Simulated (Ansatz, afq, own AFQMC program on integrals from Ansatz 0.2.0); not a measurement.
Two steps: Ansatz 0.2.0 writes the Fock matrix and Cholesky factors of the valence space, and afq projects on them the lowest state that overlaps trial and start.

```yaml
crystal:
  periodic: [false, false, false]
  atoms:
    - {symbol: B, position_ang: [0.000000, 0.000000, 0.000000]}
    - {symbol: S, position_ang: [0.000000, 0.000000, 1.607700]}
basis:
  gaussian: {orbitals: 6-31G}
magnetization: {spin_polarized: true, initial_magnetization: 1}
correlation: {method: ccsd_t, electrons: outside_noble_gas, hamiltonian_folder: ham}
```

```sh
$ ansatz run in.yaml --threads 1 --pin off --events-out ev --progress --plain --max-ram 24576MiB --backend cuda --devices 0, --max-vram 18GiB
```

afq runs on the folder ham with

```
--method phaseless --trial cisd --walkers 4000 --populations 20 --least-time 60 --time-step 0.005 --steps-per-block 50 --equilibration-blocks 28 --max-blocks 4000 --target-error 0.00018 --factor-cut 1e-05 --start spin_pure --seed 1558 --release-times 0.24,0.51,0.99,1.62,2.4 --release-step 0.03 --release-every 3 --taylor-order 6
```

Times are imaginary, in 1/Eh. The walk had a cap of 122 s. With eight or more populations the least sampling time is a fifth of least-time, and the error comes from their spread.

Log:

```
orbitals 16  electrons 5 4  factors 92 of 266
reference energy -422.10773764 Eh
CCSD correlation -0.10838825 Eh in 13 cycles, weight of the determinant in the CISD state 0.8905
energy of the start -422.214099 Eh
 block  time / (1/Eh)  mean weight  energy / Eh
     1     0.250  1.0000  -422.214757
     2     0.500  1.0000  -422.216174
     3     0.750  1.0001  -422.217710
     4     1.000  1.0000  -422.219159
     5     1.250  1.0000  -422.219796
     8     2.000  1.0002  -422.221032
    11     2.750  1.0001  -422.222645
    14     3.500  1.0000  -422.223069
    17     4.250  0.9999  -422.222791
    20     5.000  0.9999  -422.222988
    23     5.750  1.0000  -422.223114
    26     6.500  1.0000  -422.223501
    29     7.250  0.9999  -422.222481
    30     7.500  1.0001  -422.221716
    32     8.000  1.0001  -422.222068
    35     8.750  1.0001  -422.222258
    38     9.500  0.9998  -422.221798
    41    10.250  1.0000  -422.222630
    44    11.000  1.0000  -422.222274
    47    11.750  1.0000  -422.223134
    50    12.500  1.0001  -422.222670
    53    13.250  0.9996  -422.224026
    54    13.500  1.0001  -422.224600
    56    14.000  0.9998  -422.223675
    59    14.750  1.0001  -422.222708
    62    15.500  1.0000  -422.223264
    65    16.250  0.9999  -422.223392
    68    17.000  1.0001  -422.222570
    71    17.750  1.0000  -422.223552
    74    18.500  1.0000  -422.223530
    77    19.250  1.0000  -422.223686
    78    19.500  1.0000  -422.223399
error from the spread of 20 populations
released: time / (1/Eh)  energy / Eh  error  mean overlap
  0.24  -422.222874  0.000116  1.0002
  0.51  -422.222959  0.000093  0.9994
  0.99  -422.222998  0.000118  0.9978
  1.62  -422.222887  0.000075  0.9994
  2.40  -422.223011  0.000111  0.9974
energy -422.223009 +/- 0.000149 Eh
(rows thinned)
```

The run passed its tests (sampling time, drift between the halves within three errors, error under three times the target), which doesn't prove that it has relaxed. The second half of the sampling lies below the first by 2.5 errors of their difference, so the energy may still be moving and its error bar be too small.

Against this walk (error 4.1 meV) on the same determinant: CCSD(T) 42.0 meV higher, CCSDT(Q) 4.4 meV lower (within the noise), CCSDTQ 1.0 meV lower (within the noise), full CI 0.3 meV higher (within the noise). The error is statistical and leaves out the bias of the constraint. The determinant has ⟨S²⟩ = 0.88, so the low cluster orders mix in higher spin, while the walk starts as a pure doublet. Released to 2.40 1/Eh the energy moves by 0 ± 5 meV (both errors), within twice the noise.

Cautions: constraint bias not in the error; unrestricted determinant spin contaminated (⟨S²⟩ 0.88 against 0.75).

The walk took 28 s on 1 × NVIDIA H100 80GB HBM3 with 2 threads of AMD EPYC 7R13 Processor (Zen 3) (shared host) (the card was shared). The log's last line is the phaseless energy.

CCSDT and higher add their correlation energy to the determinant of the CCSD(T) run, since their own runs factorise the integrals more tightly (a shift of under 2 meV). A walk keeps the symmetry of its determinant, which the program's search chose and which needn't be the lowest solution, so a lower state of the same spin and another symmetry isn't excluded.
